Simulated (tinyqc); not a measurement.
Extended Hueckel theory, for PH3, step by step. Computed by tinyqc, a small Python program that keeps every step (integrals from PySCF). Settings: charge = 0, K = 1.75, weighted = 1, multiplicity = 1. Command: `OMP_NUM_THREADS=1 python tinyqc.py 28580 28581 out.jsonl` (the two numbers bound the seeds that draw the settings). One thread of a shared host (Intel(R) Xeon(R) Processor @ 2.60GHz), about 0.01 s of CPU time with the checks.

## Overlaps

Geometry (angstrom):
```
atom          x          y         z
P      0.000000   0.000000  0.025000
H      1.399000   0.000000  0.000000
H     -0.699000   1.211000  0.000000
H     -0.699000  -1.211000  0.000000
```

Parameters chosen for this run:
```
element  shell  Slater exponent   H_ii (eV)
P           3s         1.750000  -18.600000
P           3p         1.300000  -14.000000
H           1s         1.300000  -13.600000
```

Slater orbitals, each expanded in six Gaussians scaled to its exponent.

overlap S:
```
           1P 3s     1P 3px     1P 3py     1P 3pz      2H 1s      3H 1s      4H 1s
1P 3s   1.000000   0.000000   0.000000   0.000000   0.402375   0.402700   0.402700
1P 3px  0.000000   1.000000   0.000000   0.000000   0.549470  -0.274763  -0.274763
1P 3py  0.000000   0.000000   1.000000   0.000000   0.000000   0.476020  -0.476020
1P 3pz  0.000000   0.000000   0.000000   1.000000  -0.009819  -0.009827  -0.009827
2H 1s   0.402375   0.549470   0.000000  -0.009819   1.000000   0.048828   0.048828
3H 1s   0.402700  -0.274763   0.476020  -0.009827   0.048828   1.000000   0.048865
4H 1s   0.402700  -0.274763  -0.476020  -0.009827   0.048828   0.048865   1.000000
```

## Wolfsberg-Helmholz matrix

diagonal H_ii (eV): 1P 3s -18.600000, 1P 3px -14.000000, 1P 3py -14.000000, 1P 3pz -14.000000, 2H 1s -13.600000, 3H 1s -13.600000, 4H 1s -13.600000

K = 1.750000

H_ij = K' S_ij (H_ii + H_jj)/2 for i != j (the diagonal keeps H_ii), with K' = K + D^2 + D^4 (1 - K), D = (H_ii - H_jj)/(H_ii + H_jj), K = 1.75.

H (eV):
```
             1P 3s      1P 3px      1P 3py      1P 3pz       2H 1s       3H 1s       4H 1s
1P 3s   -18.600000    0.000000    0.000000    0.000000  -11.490294  -11.499570  -11.499570
1P 3px    0.000000  -14.000000    0.000000    0.000000  -13.271302    6.636326    6.636326
1P 3py    0.000000    0.000000  -14.000000    0.000000    0.000000  -11.497269   11.497269
1P 3pz    0.000000    0.000000    0.000000  -14.000000    0.237157    0.237351    0.237351
2H 1s   -11.490294  -13.271302    0.000000    0.237157  -13.600000   -1.162097   -1.162097
3H 1s   -11.499570    6.636326  -11.497269    0.237351   -1.162097  -13.600000   -1.162981
4H 1s   -11.499570    6.636326   11.497269    0.237351   -1.162097   -1.162981  -13.600000
```

## Orbitals

valence electrons = 8

Solve H C = S C e through S^(-1/2); fill by pairs from the bottom, a degenerate level sharing its electrons equally; each orbital has its largest coefficient positive (the first on a tie).

orbital energies (eV): -21.609738  -17.887449  -17.886733  -14.001366  7.611187  10.106566  10.133216

occupations: 2.000000  2.000000  2.000000  2.000000  0.000000  0.000000  0.000000

coefficients:
```
              MO1        MO2        MO3        MO4        MO5        MO6        MO7
1P 3s    0.660755   0.000000   0.000117   0.017449   1.165612  -0.007870   0.000000
1P 3px  -0.000041   0.000000   0.572733   0.000000   0.007865   1.257323   0.000000
1P 3py   0.000000   0.572704   0.000000   0.000000   0.000000   0.000000   1.257828
1P 3pz  -0.002335   0.000000   0.000000   0.999775  -0.030298   0.000203   0.000000
2H 1s    0.236909   0.000000   0.431117  -0.004565  -0.705961  -1.068825   0.000000
3H 1s    0.237105   0.373240  -0.215394  -0.004565  -0.696151   0.541237  -0.929957
4H 1s    0.237105  -0.373240  -0.215394  -0.004565  -0.696151   0.541237   0.929957
```

sum of one-electron energies = -142.770573 eV

## Mulliken analysis

P = C n C^T; charge = valence electrons (P 5, H 1) minus the sum of (P S)_ii on the atom; overlap population = 2 sum P_ij S_ij between two atoms.

charges: 1P -0.377324, 2H 0.125759, 3H 0.125783, 4H 0.125783

Overlap populations:
```
pair      value
2-1    0.794772
3-1    0.794996
3-2   -0.007161
4-1    0.794996
4-2   -0.007161
4-3   -0.007168
```
